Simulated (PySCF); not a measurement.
**Boron: a sound run and one with changed settings**

Sound run: B [He] 2s2 2p1, B⁺ [He] 2s2. All numbers are calculated (PySCF 2.14, the non-relativistic Hamiltonian (point nucleus), in pcseg-2 (4s3p2d1f, 30 functions)). In the sound run the correlated levels freeze 1s2. The sound run starts from symmetry-adapted Hartree-Fock orbitals and uses a fine grid where one is needed.

A second run was set up differently.

```
species   method  sound run (hartree)  changed run (hartree)  converged
      B      MP2            -24.57098              -24.57376        yes
      B  CCSD(T)            -24.59227              -24.59488        yes
     B⁺      MP2            -24.26946              -24.27194        yes
     B⁺  CCSD(T)            -24.29326              -24.29534        yes
```

Ionisation energy of B:

```json
{"method": "UHF", "sound run (eV)": "8.011", "changed run (eV)": "8.011"}
{"method": "MP2", "sound run (eV)": "8.205", "changed run (eV)": "8.213"}
{"method": "SCS-MP2", "sound run (eV)": "8.175", "changed run (eV)": "8.179"}
{"method": "CCSD", "sound run (eV)": "8.104", "changed run (eV)": "8.120"}
{"method": "CCSD(T)", "sound run (eV)": "8.136", "changed run (eV)": "8.151"}
```

Task: What was changed?
A. level shift left on
B. minimal basis
C. all electrons correlated in a valence basis
D. too few SCF iterations

Result: C. A valence basis has no tight correlating functions, so it recovers only part of the core correlation, and not evenly between atom and ion.
